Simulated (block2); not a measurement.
**SiH4 (silane): DMRG/STO-3G**

Aim: the energy change on altering one bond length of SiH4 (silane) at DMRG/STO-3G, from 2 runs. The job is set up through a Python script.

The calculation is run with block2 0.5.4.

4 further runs of the same task are left out: 2 that didn't finish, 2 set aside as unsound or not needed.

**1. The molecule**

The species is SiH4 (5 atoms), meant as a singlet with charge 0. As SMILES, `[SiH4]`. The shape is that of a PBE0-D4/def2-TZVP optimisation.

Bond lengths: Si1–H2 1.485 Å, Si1–H3 1.485 Å, Si1–H4 1.485 Å, Si1–H5 1.485 Å. Angles: H2–Si1–H3 109.5°, H2–Si1–H4 109.5°, H2–Si1–H5 109.5°, H3–Si1–H4 109.5°, H3–Si1–H5 109.5°, H4–Si1–H5 109.5°.

**2. A single-point energy at DMRG/STO-3G**

Input file dmrg.py:

```python
import numpy as np
from pyscf import cc, dft, gto, mcscf, mp, scf
from pyblock2._pyscf.ao2mo import integrals as itg
from pyblock2.driver.core import DMRGDriver, SymmetryTypes

geom = """
Si     0.000000     0.000000    -0.000100
H      0.967600    -0.688400     0.890900
H     -1.331000     0.044900     0.656000
H     -0.105100    -0.740300    -1.282600
H      0.468500     1.383800    -0.264200
"""
mol = gto.M(
    atom=geom,
    basis="sto-3g",
    verbose=4,
)
print("nao                      = %d" % (mol.nao))
mf = scf.RHF(mol)
mf.conv_tol = 1e-10
mf.max_cycle = 200
mf.kernel()
if not mf.converged:
    mf = mf.newton().run(mf.mo_coeff, mf.mo_occ)
print("SCF energy               = %.10f" % (mf.e_tot))
# single-reference ladder for comparison
ref = mf
pt = mp.MP2(ref, frozen=5).run()
mycc = cc.CCSD(ref, frozen=5)
mycc.max_cycle = 150
mycc.kernel()
print(f"MP2 total energy         = {pt.e_tot:.10f}")
if mycc.converged:
    print("E(CCSD)                  = %.10f" % (mycc.e_tot))
    print("E(CCSD(T))               = %.10f" % (mycc.e_tot + mycc.ccsd_t()))
    print("T1 diagnostic            = %.4f" % (mycc.get_t1_diagnostic()))
# a few density functionals on the same geometry and basis
ks = dft.RKS(mol, xc="m062x").set(conv_tol=1e-9, verbose=3).run()
if ks.converged:
    print(f"E(M06-2X)                = {ks.e_tot:.8f}")
ks = dft.RKS(mol, xc="wb97x").set(conv_tol=1e-9, verbose=3).run()
if ks.converged:
    print("E(wB97X)                 = %.8f" % (ks.e_tot))
ks = dft.RKS(mol, xc="revpbe").set(conv_tol=1e-9, verbose=3).run()
if ks.converged:
    print("E(revPBE)                = %.8f" % (ks.e_tot))
ks = dft.RKS(mol, xc="hse06").set(conv_tol=1e-9, verbose=3).run()
if ks.converged:
    print(f"E(HSE06)                 = {ks.e_tot:.8f}")
ks = dft.RKS(mol, xc="tpssh").set(conv_tol=1e-9, verbose=3).run()
if ks.converged:
    print(f"E(TPSSh)                 = {ks.e_tot:.8f}")
# rotate to MP2 natural orbitals
occ_no, mo = mcscf.addons.make_natural_orbitals(mp.MP2(mf, frozen=5).run())
mf.mo_coeff = mo
ncas, n_elec, spin, ecore, h1e, g2e, orb_sym = itg.get_rhf_integrals(mf, ncore=5, ncas=8, pg_symm=False, g2e_symm=1)
dmrg = DMRGDriver(scratch="./tmp", symm_type=SymmetryTypes.SU2, stack_mem=1500 << 20, n_threads=1)
# orbital ordering
idx = dmrg.orbital_reordering(h1e, g2e, method="fiedler")
print("orbital order:", idx.tolist())
h1e = h1e[np.ix_(idx, idx)]
g2e = g2e[np.ix_(idx, idx, idx, idx)]
orb_sym = np.array(orb_sym)[idx]
dmrg.initialize_system(n_sites=ncas, n_elec=n_elec, spin=spin, orb_sym=orb_sym)
mpo = dmrg.get_qc_mpo(h1e=h1e, g2e=g2e, ecore=ecore, iprint=1)
occs = np.array([1.9] * 4 + [0.1] * 4)[idx]
psi = dmrg.get_random_mps(tag="GS", bond_dim=50, nroots=1, occs=occs)
bond_dims = [50] * 2 + [100] * 2
noises = [0.0001] * 2 + [1e-05] * 2 + [0]
thrds = [1e-09] * 4
e = dmrg.dmrg(mpo, psi, n_sweeps=10, tol=1e-06, bond_dims=bond_dims, noises=noises, thrds=thrds, iprint=1)
ms, dws, es = dmrg.get_dmrg_results()
print("max discarded weight     = %.3e" % (dws[-1]))
print(f"total energy             = {e:.10f}")
dm1 = dmrg.get_1pdm(psi)
print("natural occupations      =", np.round(np.linalg.eigvalsh(dm1)[::-1], 5).tolist())
c_act = mf.mo_coeff[:, 5:13][:, idx]
dm_ao = c_act @ dm1 @ c_act.T + 2 * mf.mo_coeff[:, :5] @ mf.mo_coeff[:, :5].T
print("dipole moment (debye)    =", np.round(scf.hf.dip_moment(mol, dm_ao, verbose=0), 4).tolist())
print(f"largest bipartite entropy = {max(dmrg.get_bipartite_entanglement(psi)):.4f}")
# FCI check
ci = mcscf.CASCI(mf, 8, (4, 4))
ci.fix_spin_(ss=0)
ci.fcisolver.conv_tol = 1e-10
ci.fcisolver.max_cycle = 200
ci.kernel()
print(f"exact diagonalisation    = {ci.e_tot:.10f}")
```

Run with:

```
python dmrg.py
```

What it wrote:

```text
[INPUT] verbose = 4
[INPUT] num. atoms = 5
[INPUT] num. electrons = 18
[INPUT] charge = 0
[INPUT] spin (= nelec alpha-beta = 2S) = 0
[INPUT] symmetry False subgroup None
[INPUT] Mole.unit = angstrom
[INPUT] Symbol           X                Y                Z      unit          X                Y                Z       unit  Magmom
[INPUT]  1 Si     0.000000000000   0.000000000000  -0.000100000000 AA    0.000000000000   0.000000000000  -0.000188972612 Bohr   0.0
[INPUT]  2 H      0.967600000000  -0.688400000000   0.890900000000 AA    1.828498998129  -1.300887464151   1.683557004375 Bohr   0.0
[INPUT]  3 H     -1.331000000000   0.044900000000   0.656000000000 AA   -2.515225471796   0.084848702993   1.239660337715 Bohr   0.0
[INPUT]  4 H     -0.105100000000  -0.740300000000  -1.282600000000 AA   -0.198610215692  -1.398964250016  -2.423762727367 Bohr   0.0
[INPUT]  5 H      0.468500000000   1.383800000000  -0.264200000000 AA    0.885336689359   2.615003011173  -0.499265642110 Bohr   0.0

nuclear repulsion = 21.2705882798215
number of shells = 9
number of NR pGTOs = 39
number of NR cGTOs = 13
basis = sto-3g
ecp = {}
CPU time:         1.49
nao                      = 13

******** <class 'pyscf.scf.hf.RHF'> ********
method = RHF
initial guess = minao
damping factor = 0
level_shift factor = 0
DIIS = <class 'pyscf.scf.diis.CDIIS'>
diis_start_cycle = 1
diis_space = 8
diis_damp = 0
SCF conv_tol = 1e-10
SCF conv_tol_grad = None
SCF max_cycles = 200
direct_scf = True
direct_scf_tol = 1e-13
chkfile to save SCF result = tmplv7pcmtd
max_memory 1800 MB (current use 108 MB)
Set gradient conv threshold to 1e-05
[... 16 lines left out ...]
converged SCF energy = -287.909069067247
SCF energy               = -287.9090690672
[... 22 lines left out ...]
Init t2, MP2 energy = -287.955675626808  E_corr(MP2) -0.0466065595610252
[... 9 lines left out ...]
CCSD converged
[... 1 line left out ...]
MP2 total energy         = -287.9556756268
[... 13 lines left out ...]
converged SCF energy = -288.516126641002
[... 10 lines left out ...]
converged SCF energy = -288.508181933741
[... 10 lines left out ...]
converged SCF energy = -288.455428887288
[... 10 lines left out ...]
converged SCF energy = -288.405215777168
[... 10 lines left out ...]
converged SCF energy = -288.542567326274
[... 11 lines left out ...]
integral symmetrize error =  0.0
integral cutoff error =  0.0
[... 14 lines left out ...]
Rank =     0 Ttotal =      0.050 MPO method = FastBipartite bond dimension =      90 NNZ =         2503 SIZE =        16452 SPT = 0.8479

Sweep =    0 | Direction =  forward | Bond dimension =   50 | Noise =  1.00e-04 | Dav threshold =  1.00e-09
Time elapsed =      0.412 | E =    -287.9720872895 | DW = 1.36500e-08

Sweep =    1 | Direction = backward | Bond dimension =   50 | Noise =  1.00e-04 | Dav threshold =  1.00e-09
Time elapsed =      0.814 | E =    -287.9800147146 | DE = -7.93e-03 | DW = 8.37019e-07

Sweep =    2 | Direction =  forward | Bond dimension =  100 | Noise =  1.00e-05 | Dav threshold =  1.00e-09
Time elapsed =      1.650 | E =    -287.9801623036 | DE = -1.48e-04 | DW = 4.89921e-09

Sweep =    3 | Direction = backward | Bond dimension =  100 | Noise =  1.00e-05 | Dav threshold =  1.00e-09
Time elapsed =      2.755 | E =    -287.9801629385 | DE = -6.35e-07 | DW = 1.89083e-09

Sweep =    4 | Direction =  forward | Bond dimension =  100 | Noise =  0.00e+00 | Dav threshold =  1.00e-07
Time elapsed =      3.369 | E =    -287.9801629359 | DE = 2.60e-09 | DW = 7.88273e-17

max discarded weight     = 7.883e-17
total energy             = -287.9801629359
natural occupations      = [1.98332, 1.96918, 1.96918, 1.96918, 0.0351, 0.02468, 0.02468, 0.02467]
dipole moment (debye)    = [0.0, 0.0, -0.0006]
largest bipartite entropy = 0.2117

******** <class 'pyscf.mcscf.casci.CASCI'> ********
CAS (4e+4e, 8o), ncore = 5, nvir = 0
natorb = False
canonicalization = True
sorting_mo_energy = False
max_memory 1800 MB (current use 299 MB)
******** <class 'pyscf.fci.addons.SpinPenaltyFCISolver'> ********
max. cycles = 200
conv_tol = 1e-10
davidson only = True
linear dependence = 1e-12
level shift = 0.001
max iter space = 12
max_memory 1800 MB
nroots = 1
pspace_size = 400
spin = None
Density matrix diagonal elements [1.98329429 1.96915059 1.96914594 1.96914545 0.03513125 0.02471412
 0.02471188 0.02470648]
CASCI converged
CASCI E = -287.980162938813  E(CI) = -12.9957264317019  S^2 = 0.0000000
exact diagonalisation    = -287.9801629388
```

Run time: 22 s. Hardware: 1 thread of Intel Xeon at 2.50GHz (Skylake/Cascade Lake), shared host; peak memory 0.28 GiB.

**3. The distorted shape: a single-point energy at DMRG/STO-3G**

Input file run_dmrg.py:

```python
import numpy as np
from pyscf import cc, dft, gto, mcscf, mp, scf
from pyblock2._pyscf.ao2mo import integrals as itg
from pyblock2.driver.core import DMRGDriver, SymmetryTypes
from scipy.stats import linregress

geom = """
Si    -0.374786    -1.106999     0.211172
H      0.592814    -1.795399     1.102172
H     -1.705786    -1.062099     0.867272
H     -0.479886    -1.847299    -1.071328
H      0.468500     1.383800    -0.264200
"""
mol = gto.M(
    atom=geom,
    basis="sto-3g",
    verbose=3,
)
print("basis functions                = %d" % (mol.nao))
mf = scf.RHF(mol)
mf.conv_tol = 1e-10
mf.max_cycle = 200
mf.kernel()
if not mf.converged:
    mf = mf.newton().run(mf.mo_coeff, mf.mo_occ)
print("E(SCF)                         = %.10f" % (mf.e_tot))
# MP2, CCSD and CCSD(T) with the same frozen core
ref = mf
pt = mp.MP2(ref, frozen=5).run()
mycc = cc.CCSD(ref, frozen=5)
mycc.max_cycle = 150
mycc.kernel()
print("MP2 total energy               = %.10f" % (pt.e_tot))
if mycc.converged:
    print("E(CCSD)                        = %.10f" % (mycc.e_tot))
    print("E(CCSD(T))                     = %.10f" % (mycc.e_tot + mycc.ccsd_t()))
    print(f"T1 diagnostic                  = {mycc.get_t1_diagnostic():.4f}")
# a few density functionals on the same geometry and basis
ks = dft.RKS(mol, xc="m062x").set(conv_tol=1e-9, verbose=3).run()
if ks.converged:
    print(f"E(M06-2X)                      = {ks.e_tot:.8f}")
ks = dft.RKS(mol, xc="wb97x").set(conv_tol=1e-9, verbose=3).run()
if ks.converged:
    print("E(wB97X)                       = %.8f" % (ks.e_tot))
ks = dft.RKS(mol, xc="revpbe").set(conv_tol=1e-9, verbose=3).run()
if ks.converged:
    print("E(revPBE)                      = %.8f" % (ks.e_tot))
ks = dft.RKS(mol, xc="hse06").set(conv_tol=1e-9, verbose=3).run()
if ks.converged:
    print(f"E(HSE06)                       = {ks.e_tot:.8f}")
ks = dft.RKS(mol, xc="tpssh").set(conv_tol=1e-9, verbose=3).run()
if ks.converged:
    print(f"E(TPSSh)                       = {ks.e_tot:.8f}")
# rotate to MP2 natural orbitals
occ_no, mo = mcscf.addons.make_natural_orbitals(mp.MP2(mf, frozen=5).run())
mf.mo_coeff = mo
ncas, n_elec, spin, ecore, h1e, g2e, orb_sym = itg.get_rhf_integrals(mf, ncore=5, ncas=8, pg_symm=False, g2e_symm=1)
driver = DMRGDriver(scratch="./tmp", symm_type=SymmetryTypes.SU2, stack_mem=1500 << 20, n_threads=1)
# orbital ordering
idx = driver.orbital_reordering(h1e, g2e, method="gaopt")
print("orbital order:", idx.tolist())
h1e = h1e[np.ix_(idx, idx)]
g2e = g2e[np.ix_(idx, idx, idx, idx)]
orb_sym = np.array(orb_sym)[idx]
driver.initialize_system(n_sites=ncas, n_elec=n_elec, spin=spin, orb_sym=orb_sym)
mpo = driver.get_qc_mpo(h1e=h1e, g2e=g2e, ecore=ecore, iprint=1)
occs = np.array([1.9] * 4 + [0.1] * 4)[idx]
ket = driver.get_random_mps(tag="GS", bond_dim=50, nroots=1, occs=occs)
bond_dims = [50] * 3 + [100] * 3
noises = [0.0001] * 3 + [1e-05] * 3 + [0]
thrds = [1e-08] * 6
e = driver.dmrg(mpo, ket, n_sweeps=12, tol=1e-06, bond_dims=bond_dims, noises=noises, thrds=thrds, iprint=1)
ms, dws, es = driver.get_dmrg_results()
print("DW                             = %.3e" % (dws[-1]))
print("E(final)                       = %.10f" % (e))
dm1 = driver.get_1pdm(ket)
print("occupation numbers             =", np.round(np.linalg.eigvalsh(dm1)[::-1], 5).tolist())
c_act = mf.mo_coeff[:, 5:13][:, idx]
dm_ao = c_act @ dm1 @ c_act.T + 2 * mf.mo_coeff[:, :5] @ mf.mo_coeff[:, :5].T
print("dipole / D                     =", np.round(scf.hf.dip_moment(mol, dm_ao, verbose=0), 4).tolist())
print(f"max block entropy              = {max(driver.get_bipartite_entanglement(ket)):.4f}")
csf, coef = driver.get_csf_coefficients(ket, cutoff=0.08, iprint=1)
print(f"leading coefficient squared    = {np.max(np.abs(coef)) ** 2:.4f}")
# extrapolation to zero discarded weight
ket = driver.adjust_mps(ket, dot=2)[0]
back = [90, 75, 60, 45]
driver.dmrg(mpo, ket, n_sweeps=4 * len(back), tol=0, bond_dims=[m for m in back for _ in range(4)], noises=[0] * (4 * len(back)), thrds=[1e-9] * (4 * len(back)), iprint=1)
ms, dws, es = driver.get_dmrg_results()
ms, dws, es = ms[3::4], dws[3::4], np.array(es)[3::4, 0]
fit = linregress(dws, es)
print("bond dimensions                =", np.round(ms, 1).tolist())
print("discarded weights              =", np.round(dws, 12).tolist())
print("energies at each M             =", np.round(es, 9).tolist())
print("extrapolated energy            = %.8f" % (fit.intercept))
print("extrapolation error            = %.3e" % (abs(fit.intercept - es.min()) / 5))
# exact diagonalisation in the same space
ci = mcscf.CASCI(mf, 8, (4, 4))
ci.fix_spin_(ss=0)
ci.fcisolver.conv_tol = 1e-10
ci.fcisolver.max_cycle = 200
ci.kernel()
print("exact diagonalisation          = %.10f" % (ci.e_tot))
```

Run with:

```
python run_dmrg.py
```

What it wrote:

```text
basis functions                = 13
converged SCF energy = -287.657701209543
E(SCF)                         = -287.6577012095
E(RMP2) = -287.750953610926  E_corr = -0.0932524013826551
E(SCS-RMP2) = -287.768091968931  E_corr = -0.110390759387965
E(CCSD) = -287.8161517930614  E_corr = -0.158450583518172
MP2 total energy               = -287.7509536109
E(CCSD)                        = -287.8161517931
CCSD(T) correction = -0.00253936848166998
E(CCSD(T))                     = -287.8186911615
T1 diagnostic                  = 0.0276
converged SCF energy = -288.305531440623
E(M06-2X)                      = -288.30553144
converged SCF energy = -288.293493017394
E(wB97X)                       = -288.29349302
converged SCF energy = -288.277618869343
E(revPBE)                      = -288.27761887
converged SCF energy = -288.205120805163
E(HSE06)                       = -288.20512081
converged SCF energy = -288.346360572112
E(TPSSh)                       = -288.34636057
E(RMP2) = -287.750953610926  E_corr = -0.0932524013826551
E(SCS-RMP2) = -287.768091968931  E_corr = -0.110390759387965
orbital order: [3, 4, 7, 1, 0, 5, 2, 6]
integral symmetrize error =  0.0
integral cutoff error =  0.0
mpo terms =       2632

[... 36 lines left out ...]
E(final)                       = -287.8192416667
[... 1 line left out ...]
dipole / D                     = [0.0653, 0.1928, -0.0372]
[... 4 lines left out ...]
Sum of weights of included CSF =    0.955082750520045
[... 21 lines left out ...]
Sweep =    5 | Direction =  forward | Bond dimension =   75 | Noise =  0.00e+00 | Dav threshold =  1.00e-09
Time elapsed =      5.054 | E =    -287.8192416721 | DE = -2.05e-10 | DW = 2.08307e-08

Sweep =    6 | Direction = backward | Bond dimension =   75 | Noise =  0.00e+00 | Dav threshold =  1.00e-09
Time elapsed =      5.534 | E =    -287.8192416721 | DE = 6.03e-12 | DW = 2.08446e-08

Sweep =    7 | Direction =  forward | Bond dimension =   75 | Noise =  0.00e+00 | Dav threshold =  1.00e-09
Time elapsed =      6.114 | E =    -287.8192416721 | DE = -2.55e-12 | DW = 2.08341e-08

Sweep =    8 | Direction = backward | Bond dimension =   60 | Noise =  0.00e+00 | Dav threshold =  1.00e-09
Time elapsed =      6.678 | E =    -287.8192416721 | DE = 2.79e-12 | DW = 1.79732e-07

Sweep =    9 | Direction =  forward | Bond dimension =   60 | Noise =  0.00e+00 | Dav threshold =  1.00e-09
Time elapsed =      7.279 | E =    -287.8192416717 | DE = 3.72e-10 | DW = 1.78445e-07

Sweep =   10 | Direction = backward | Bond dimension =   60 | Noise =  0.00e+00 | Dav threshold =  1.00e-09
Time elapsed =      7.803 | E =    -287.8192416721 | DE = -4.18e-10 | DW = 1.79551e-07

Sweep =   11 | Direction =  forward | Bond dimension =   60 | Noise =  0.00e+00 | Dav threshold =  1.00e-09
Time elapsed =      8.602 | E =    -287.8192416717 | DE = 4.21e-10 | DW = 1.78438e-07

Sweep =   12 | Direction = backward | Bond dimension =   45 | Noise =  0.00e+00 | Dav threshold =  1.00e-09
Time elapsed =      9.264 | E =    -287.8192416721 | DE = -4.21e-10 | DW = 2.60107e-06

Sweep =   13 | Direction =  forward | Bond dimension =   45 | Noise =  0.00e+00 | Dav threshold =  1.00e-09
Time elapsed =     10.023 | E =    -287.8192416720 | DE = 1.22e-10 | DW = 2.59940e-06

Sweep =   14 | Direction = backward | Bond dimension =   45 | Noise =  0.00e+00 | Dav threshold =  1.00e-09
Time elapsed =     10.633 | E =    -287.8192416720 | DE = 2.22e-11 | DW = 2.59964e-06

Sweep =   15 | Direction =  forward | Bond dimension =   45 | Noise =  0.00e+00 | Dav threshold =  1.00e-09
Time elapsed =     11.254 | E =    -287.8192416720 | DE = -2.07e-11 | DW = 2.59947e-06

bond dimensions                = [90, 75, 60, 45]
discarded weights              = [3.457e-09, 2.0834e-08, 1.78438e-07, 2.599474e-06]
energies at each M             = [-287.819241672, -287.819241672, -287.819241672, -287.819241672]
extrapolated energy            = -287.81924167
extrapolation error            = 3.838e-11
CASCI E = -287.819241672158  E(CI) = -12.0065703577036  S^2 = 0.0000000
exact diagonalisation          = -287.8192416722
```

Wall time 46 s (1 thread of Intel Xeon at 2.50GHz (Skylake/Cascade Lake), shared host); peak memory 0.29 GiB.

**4. Results**

Level: DMRG/STO-3G, 5 core orbitals frozen.

| quantity | value |
| --- | --- |
| run 1, DMRG/STO-3G: total energy | -287.98016 Eh |
| run 1, DMRG/STO-3G: dipole moment (of the density that the program reports) | 0.00 D |
| run 1, DMRG/STO-3G: T1 diagnostic of the CCSD step | 0.004 |
| distorted shape: total energy | -287.81924 Eh |
| distorted shape: dipole moment (of the density that the program reports) | 0.21 D |
| distorted shape: T1 diagnostic of the CCSD step | 0.028 |
| energy change with the Si1–H5 bond stretched from 1.485 to 2.672 Å | 4.379 eV |

What this shows: With the Si1–H5 bond stretched from 1.485 to 2.672 Å the energy rises by 4.38 eV (422 kJ/mol). The first shape isn't relaxed at this level, so the change isn't measured from a minimum. The minimal basis adds a large error of its own. The T1 diagnostic (distorted shape) of 0.028 is above the customary mark for such species, so a single reference may not serve.
